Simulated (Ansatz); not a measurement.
Ge–PH₂, doublet in cc-pVDZ: errors against RCCSDT(Q)

Geometry: that of the Ge–PH2, quartet, kept fixed.

```xyz
4

Ge    0.0000    0.0000    0.8205
P     0.0000    0.0000   -1.7495
H     0.0000    1.0658   -2.6836
H     0.0000   -1.0658   -2.6836
```

Basis cc-pVDZ; Ansatz 0.2.0. Only valence electrons are correlated (noble-gas cores and the filled d shells of p-block atoms frozen), which leaves 11 electrons in 36 orbitals. Prefix R: restricted or restricted open-shell reference; prefix U: unrestricted. Active spaces: valence = (11e, 10o) chosen from the atoms' valence shells. No spin–orbit coupling is included, and no scalar relativity.

Full CI isn't at hand for all of this; RCCSDT(Q) serves as the reference, and is uncertain by about the last step of the cluster series. The frozen core follows each run's orbitals, which can shift R against U totals by a few meV for light atoms and by up to 0.1 eV past Ca.

For open shells CISD is restricted-active-space CI with the open shells as a complete middle space.

The UHF ⟨S²⟩ is 1.452. The T1 diagnostic (RCCSD) is 0.0430 and the largest doubles amplitude (RCCSD) is 0.118.

```tsv
level	E − E(RCCSDT(Q)) (kJ/mol)	share of correlation (%)	wall time
RHF	632.4	0.00	–
RMP2	132.2	79.09	–
CISD	92.9	85.32	3.5 s
RCCSD	36.3	94.27	–
RCCSD(T)	8.0	98.74	9 s
BCCD(T)	8.3	98.68	9 s
RCCSDT	2.6	99.58	–
CASSCF (valence space)	420.0	33.58	–
NEVPT2 (valence space)	100.7	84.07	7.5 s
MRCISD (valence space)	34.7	94.52	–
MRCISD+Q (valence space)	1.2	99.81	9.5 s
```

The correlation energy at RCCSDT(Q), counted from RHF, is -6.554 eV. That run took 21 s on 1 thread of Intel Xeon 6975P-C, shared host.

Run but not shown, since their state or frozen core can't be matched to the reference's or they repeat it: UHF, UMP2, UCCSD, UCCSD(T), UCCSDT, UCCSDT(Q).

Times hold each run's SCF and search for its determinant on a shared host, so for small cases they say little of a method's own cost; they ran on 1 thread of Intel Xeon 6975P-C.

Natural occupations of CASSCF (valence space) about the gap: 1.988 1.980 1.971 1.950 1.870 0.999 0.137 0.055 0.028 0.023; effectively unpaired electrons, Σ n²(2−n)², 1.16.
